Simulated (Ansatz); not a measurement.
The input, for Ansatz 0.2.0:

```yaml
crystal:
  periodic: [false, false, false]
  atoms:
    - {symbol: B, position_ang: [0.000000, -0.087806, 0.197166]}
    - {symbol: H, position_ang: [0.000000, 1.835189, -2.628575]}
    - {symbol: H, position_ang: [0.000000, -0.087806, 1.371380]}
    - {symbol: H, position_ang: [0.000000, -0.805590, -0.857580]}
basis:
  gaussian: {orbitals: "6-31G*"}
total_charge: 1
magnetization: {spin_polarized: false, initial_magnetization: 1}
correlation: {active_space: {window: {electrons: 3, orbitals: 8}, fixed_orbitals: true}}
```

```sh
$ ansatz run in.yaml --threads 1 --pin off --events-out ev --progress --plain --max-ram 2393MiB
```

Log:

```
236 factors; integrals over basis functions are off by at most 7.1e-4 eV
mean field evaluation 1: about -703.3693 eV, gradient 9.5e0 eV
mean field evaluation 2: about -703.3694 eV, gradient 9.5e0 eV
mean field evaluation 4: about -706.0653 eV, gradient 2.1e0 eV
mean field evaluation 8: about -706.0979 eV, gradient 1.4e-1 eV
mean field -706.09857437 eV, -25.9486439975 hartree, gradient 1.5e-6 eV, S^2 0.750000; 1 other end points of the search recorded, 0 dependent functions left out
reference -706.09857437 eV, -25.9486439975 hartree; 4, 3 occupied and 17, 18 virtual orbitals, 236 factors
state -706.31005579 eV, -25.9564157963 hartree
Total energy: -706.31005579 eV, -25.9564157963 hartree
```

Natural occupations: 1.9877 1.0000 0.0070 0.0029 0.0011 0.0009 0.0003 0.0002.

Ran on 1 thread of AMD EPYC 7R43, shared host: 0.09 s wall, 0.08 GiB peak host memory.
